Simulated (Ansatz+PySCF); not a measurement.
# doublet C2H3: levels of theory in one basis

```xyz
5

H     0.9067    1.2669   -2.2000
H     0.9067   -1.2170   -2.2000
H    -0.9412   -1.2170   -2.2000
C    -0.0172    0.7021   -2.2000
C    -0.0172   -0.6522   -2.2000
```

Basis set: cc-pVTZ (spherical functions). Correlated methods keep 2 orbitals frozen. Correlation on ROHF uses semicanonical orbitals with singles. Charge 0, multiplicity 2.

Computed with Ansatz (development build ahead of 0.2.0) and PySCF 2.14.0; each method stands on the lowest determinant of its kind that the runs found.

```csv
method,E − E(ROHF) (eV),<S²> of the determinant
ROHF,0.00,0.75
UHF,-0.29,1.04
UHF-MP2,-7.90,1.04
ROHF-CCSD(T),-9.32,–
```

(1) What does ROHF-MP2 give on the same scale?

Results:

(1) -8.22 eV.

Caution for UHF, UHF-MP2: the unrestricted determinant is spin contaminated. Caution for ROHF-MP2, UHF-MP2: forces differ strongly between restricted and unrestricted references.
